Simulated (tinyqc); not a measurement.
Inside a calculation. Method: UHF in the sto-3g basis, for CH3-, spin multiplicity 1. The basis has no diffuse functions, so it cannot describe the extra electron: this is an exercise in the method, not the real anion. One step of it, computed by the program tinyqc.

Task: Iteration 2: diagonalisation and new density. Diagonalise F' = X^T F X, C = X C', fill 5 alpha and 5 beta electrons from the bottom; D(s) = C_occ C_occ^T. Each column has its largest component positive (the first on a tie).

extrapolated F(alpha) (hartree), order 1C 1s, 1C 2s, 1C 2px, 1C 2py, 1C 2pz, 2H 1s, 3H 1s, 4H 1s:
```
[[-10.161405, -2.778844, -0.000127, -0.000142, 0.009904, -0.483281, -0.484123, -0.483996],
 [-2.778844, -0.830053, 0.000111, 0.007815, -0.002123, -0.348665, -0.348359, -0.349604],
 [-0.000127, 0.000111, 0.437170, 0.000518, -0.000622, -0.158485, 0.078848, 0.078718],
 [-0.000142, 0.007815, 0.000518, 0.430418, 0.049903, -0.000021, -0.137322, 0.137100],
 [0.009904, -0.002123, -0.000622, 0.049903, 0.338787, 0.012312, -0.001364, 0.026118],
 [-0.483281, -0.348665, -0.158485, -0.000021, 0.012312, 0.057470, -0.084706, -0.084449],
 [-0.484123, -0.348359, 0.078848, -0.137322, -0.001364, -0.084706, 0.058662, -0.083651],
 [-0.483996, -0.349604, 0.078718, 0.137100, 0.026118, -0.084449, -0.083651, 0.059214]]
```

extrapolated F(beta) (hartree), order 1C 1s, 1C 2s, 1C 2px, 1C 2py, 1C 2pz, 2H 1s, 3H 1s, 4H 1s:
```
[[-10.161405, -2.778844, -0.000127, 0.000142, 0.009904, -0.483281, -0.483996, -0.484123],
 [-2.778844, -0.830053, 0.000111, -0.007815, -0.002123, -0.348665, -0.349604, -0.348359],
 [-0.000127, 0.000111, 0.437170, -0.000518, -0.000622, -0.158485, 0.078718, 0.078848],
 [0.000142, -0.007815, -0.000518, 0.430418, -0.049903, 0.000021, -0.137100, 0.137322],
 [0.009904, -0.002123, -0.000622, -0.049903, 0.338787, 0.012312, 0.026118, -0.001364],
 [-0.483281, -0.348665, -0.158485, 0.000021, 0.012312, 0.057470, -0.084449, -0.084706],
 [-0.483996, -0.349604, 0.078718, -0.137100, 0.026118, -0.084449, 0.059214, -0.083651],
 [-0.484123, -0.348359, 0.078848, 0.137322, -0.001364, -0.084706, -0.083651, 0.058662]]
```

X, order 1C 1s, 1C 2s, 1C 2px, 1C 2py, 1C 2pz, 2H 1s, 3H 1s, 4H 1s:
```
[[1.027600, -0.155723, 0.000013, 0.000000, 0.000395, 0.022815, 0.022832, 0.022832],
 [-0.155723, 1.265834, -0.000171, 0.000000, -0.003616, -0.250360, -0.250743, -0.250743],
 [0.000013, -0.000171, 1.125305, 0.000000, 0.000003, -0.264190, 0.132223, 0.132223],
 [0.000000, 0.000000, 0.000000, 1.125512, 0.000000, 0.000000, -0.229096, 0.229096],
 [0.000395, -0.003616, 0.000003, 0.000000, 1.000054, 0.003761, 0.003769, 0.003769],
 [0.022815, -0.250360, -0.264190, 0.000000, 0.003761, 1.163204, -0.019720, -0.019720],
 [0.022832, -0.250743, 0.132223, -0.229096, 0.003769, -0.019720, 1.163578, -0.019750],
 [0.022832, -0.250743, 0.132223, 0.229096, 0.003769, -0.019720, -0.019750, 1.163578]]
```

Give: F' = X^T F X; orbital energies; coefficients C; F' = X^T F X; orbital energies; coefficients C; D(alpha) after iteration 2; D(beta) after iteration 2.

Result:

F' = X^T F X (alpha) (hartree):
```
[[-9.9216, -1.5827, -0.0001, -0.0014, 0.0124, -0.0404, -0.0404, -0.0406],
 [-1.5827, 0.0492, 0.0000, 0.0106, -0.0179, -0.3268, -0.3290, -0.3268],
 [-0.0001, 0.0000, 0.7097, 0.0006, -0.0007, -0.4019, 0.2008, 0.2009],
 [-0.0014, 0.0106, 0.0006, 0.7017, 0.0624, -0.0020, -0.3487, 0.3449],
 [0.0124, -0.0179, -0.0007, 0.0624, 0.3391, 0.0173, -0.0106, 0.0448],
 [-0.0404, -0.3268, -0.4019, -0.0020, 0.0173, 0.3610, -0.0319, -0.0319],
 [-0.0404, -0.3290, 0.2008, -0.3487, -0.0106, -0.0319, 0.3631, -0.0305],
 [-0.0406, -0.3268, 0.2009, 0.3449, 0.0448, -0.0319, -0.0305, 0.3631]]
```

orbital energies (alpha) (hartree): [-10.1692, -0.2518, 0.0335, 0.0351, 0.3295, 0.8503, 1.0685, 1.0695]

coefficients C (alpha), order 1C 1s, 1C 2s, 1C 2px, 1C 2py, 1C 2pz, 2H 1s, 3H 1s, 4H 1s:
```
[[0.9919, -0.2039, 0.0001, 0.0008, -0.0171, -0.2367, 0.0036, -0.0052],
 [0.0344, 0.5977, -0.0037, -0.0033, 0.0853, 1.2034, -0.0182, 0.0248],
 [0.0000, 0.0004, -0.0345, 0.4002, 0.0007, 0.0052, 0.9881, 0.4831],
 [0.0000, -0.0064, 0.4048, 0.0343, -0.1027, -0.0157, -0.4800, 0.9826],
 [-0.0010, -0.0093, -0.0188, -0.0007, 0.9919, -0.0774, -0.0440, 0.0886],
 [-0.0063, 0.2807, -0.0467, 0.6235, -0.0378, -0.6382, -0.6948, -0.3543],
 [-0.0063, 0.2768, 0.5687, -0.2641, 0.0427, -0.6211, 0.6570, -0.4461],
 [-0.0063, 0.2806, -0.5032, -0.3560, -0.1147, -0.6494, 0.0633, 0.7684]]
```

F' = X^T F X (beta) (hartree):
```
[[-9.9216, -1.5827, -0.0001, 0.0014, 0.0124, -0.0404, -0.0406, -0.0404],
 [-1.5827, 0.0492, 0.0000, -0.0106, -0.0179, -0.3268, -0.3268, -0.3290],
 [-0.0001, 0.0000, 0.7097, -0.0006, -0.0007, -0.4019, 0.2009, 0.2008],
 [0.0014, -0.0106, -0.0006, 0.7017, -0.0624, 0.0020, -0.3449, 0.3487],
 [0.0124, -0.0179, -0.0007, -0.0624, 0.3391, 0.0173, 0.0448, -0.0106],
 [-0.0404, -0.3268, -0.4019, 0.0020, 0.0173, 0.3610, -0.0319, -0.0319],
 [-0.0406, -0.3268, 0.2009, -0.3449, 0.0448, -0.0319, 0.3631, -0.0305],
 [-0.0404, -0.3290, 0.2008, 0.3487, -0.0106, -0.0319, -0.0305, 0.3631]]
```

orbital energies (beta) (hartree): [-10.1692, -0.2518, 0.0335, 0.0351, 0.3295, 0.8503, 1.0685, 1.0695]

coefficients C (beta), order 1C 1s, 1C 2s, 1C 2px, 1C 2py, 1C 2pz, 2H 1s, 3H 1s, 4H 1s:
```
[[0.9919, -0.2039, 0.0001, 0.0008, -0.0171, -0.2367, 0.0036, 0.0052],
 [0.0344, 0.5977, -0.0037, -0.0033, 0.0853, 1.2034, -0.0182, -0.0248],
 [0.0000, 0.0004, -0.0345, 0.4002, 0.0007, 0.0052, 0.9881, -0.4831],
 [0.0000, 0.0064, -0.4048, -0.0343, 0.1027, 0.0157, 0.4800, 0.9826],
 [-0.0010, -0.0093, -0.0188, -0.0007, 0.9919, -0.0774, -0.0440, -0.0886],
 [-0.0063, 0.2807, -0.0467, 0.6235, -0.0378, -0.6382, -0.6948, 0.3543],
 [-0.0063, 0.2806, -0.5032, -0.3560, -0.1147, -0.6494, 0.0633, -0.7684],
 [-0.0063, 0.2768, 0.5687, -0.2641, 0.0427, -0.6211, 0.6570, 0.4461]]
```

D(alpha) after iteration 2, order 1C 1s, 1C 2s, 1C 2px, 1C 2py, 1C 2pz, 2H 1s, 3H 1s, 4H 1s:
```
[[1.0257, -0.0892, 0.0002, 0.0031, -0.0161, -0.0623, -0.0636, -0.0618],
 [-0.0892, 0.3658, -0.0009, -0.0142, 0.0791, 0.1624, 0.1676, 0.1608],
 [0.0002, -0.0009, 0.1614, -0.0003, 0.0011, 0.2513, -0.1251, -0.1251],
 [0.0031, -0.0142, -0.0003, 0.1756, -0.1094, 0.0046, 0.2150, -0.2059],
 [-0.0161, 0.0791, 0.0011, -0.1094, 0.9844, -0.0397, 0.0293, -0.1067],
 [-0.0623, 0.1624, 0.2513, 0.0046, -0.0397, 0.4712, -0.1151, -0.1153],
 [-0.0636, 0.1676, -0.1251, 0.2150, 0.0293, -0.1151, 0.4716, -0.1193],
 [-0.0618, 0.1608, -0.1251, -0.2059, -0.1067, -0.1153, -0.1193, 0.4719]]
```

D(beta) after iteration 2, order 1C 1s, 1C 2s, 1C 2px, 1C 2py, 1C 2pz, 2H 1s, 3H 1s, 4H 1s:
```
[[1.0257, -0.0892, 0.0002, -0.0031, -0.0161, -0.0623, -0.0618, -0.0636],
 [-0.0892, 0.3658, -0.0009, 0.0142, 0.0791, 0.1624, 0.1608, 0.1676],
 [0.0002, -0.0009, 0.1614, 0.0003, 0.0011, 0.2513, -0.1251, -0.1251],
 [-0.0031, 0.0142, 0.0003, 0.1756, 0.1094, -0.0046, 0.2059, -0.2150],
 [-0.0161, 0.0791, 0.0011, 0.1094, 0.9844, -0.0397, -0.1067, 0.0293],
 [-0.0623, 0.1624, 0.2513, -0.0046, -0.0397, 0.4712, -0.1153, -0.1151],
 [-0.0618, 0.1608, -0.1251, 0.2059, -0.1067, -0.1153, 0.4719, -0.1193],
 [-0.0636, 0.1676, -0.1251, -0.2150, 0.0293, -0.1151, -0.1193, 0.4716]]
```
